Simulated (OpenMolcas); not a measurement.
# B2NH5 (SMILES BNB): the HOMO–LUMO gap, rung by rung

B2NH5: 8 atoms, total charge 0, spin state singlet. SMILES: `BNB`. Geometry: relaxed at PBE0-D4/def2-TZVP.

Quantity: the HOMO–LUMO gap, in eV. The values are calculated.

```
             level           kind     program  value (eV)  CPU time
    HF/aug-cc-pVDZ   Hartree–Fock  OpenMolcas       13.68      14 s
 SVWN5/aug-cc-pVDZ            LDA  OpenMolcas        5.03      36 s
  BLYP/aug-cc-pVDZ            GGA  OpenMolcas        5.43      49 s
   PBE/aug-cc-pVDZ            GGA  OpenMolcas        5.31      49 s
  TPSS/aug-cc-pVDZ       meta-GGA  OpenMolcas        5.84      71 s
 B3LYP/aug-cc-pVDZ  global hybrid  OpenMolcas        7.38      48 s
 BHLYP/aug-cc-pVDZ  global hybrid  OpenMolcas       10.25      44 s
B2PLYP/aug-cc-pVDZ  double hybrid  OpenMolcas       10.51      35 s
```

The values span 5.03 to 13.68 eV. Orbital gaps aren't excitation energies, and those of double hybrids come from the SCF part alone; they tend to grow with the share of exact exchange. CPU times are rough (shared hosts, several kinds of processor and program).
